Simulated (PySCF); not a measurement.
# Potential energy of N₂⁺ along the bond

Set-up: PySCF, no relativity, basis sets N def2-TZVPPD. Energies in eV from N⁺ + N in their ground configurations at the same level. State: ²Σg⁺ (doublet), unpaired electrons σ ↑.

All columns are B2PLYP.

```json
{"R (Å)": "0.949", "E (eV)": "-6.159", "HOMO (eV)": "-25.32", "LUMO (eV)": "-18.00", "Mayer bond order": "3.07", "⟨S²⟩": "0.76"}
{"R (Å)": "0.994", "E (eV)": "-7.591", "HOMO (eV)": "-25.65", "LUMO (eV)": "-17.87", "Mayer bond order": "3.08", "⟨S²⟩": "0.76"}
{"R (Å)": "1.038", "E (eV)": "-8.432", "HOMO (eV)": "-25.98", "LUMO (eV)": "-17.74", "Mayer bond order": "3.07", "⟨S²⟩": "0.76"}
{"R (Å)": "1.071", "E (eV)": "-8.767", "HOMO (eV)": "-25.90", "LUMO (eV)": "-17.64", "Mayer bond order": "3.04", "⟨S²⟩": "0.76"}
{"R (Å)": "1.104", "E (eV)": "-8.908", "HOMO (eV)": "-25.48", "LUMO (eV)": "-17.54", "Mayer bond order": "3.01", "⟨S²⟩": "0.76"}
{"R (Å)": "1.137", "E (eV)": "-8.896", "HOMO (eV)": "-25.08", "LUMO (eV)": "-17.43", "Mayer bond order": "2.98", "⟨S²⟩": "0.76"}
{"R (Å)": "1.181", "E (eV)": "-8.702", "HOMO (eV)": "-24.59", "LUMO (eV)": "-17.29", "Mayer bond order": "2.93", "⟨S²⟩": "0.76"}
{"R (Å)": "1.236", "E (eV)": "-8.262", "HOMO (eV)": "-24.02", "LUMO (eV)": "-17.09", "Mayer bond order": "2.87", "⟨S²⟩": "0.76"}
{"R (Å)": "1.303", "E (eV)": "-7.568", "HOMO (eV)": "-23.39", "LUMO (eV)": "-16.84", "Mayer bond order": "2.82", "⟨S²⟩": "0.77"}
{"R (Å)": "1.391", "E (eV)": "-6.542", "HOMO (eV)": "-22.65", "LUMO (eV)": "-16.50", "Mayer bond order": "2.75", "⟨S²⟩": "0.77"}
```

Correlated steps freeze 2 core orbitals. B2PLYP dipoles, levels and charges come from its SCF part alone. The state is the lowest determinant that a PBE0 search found; another state may lie lower at other levels.
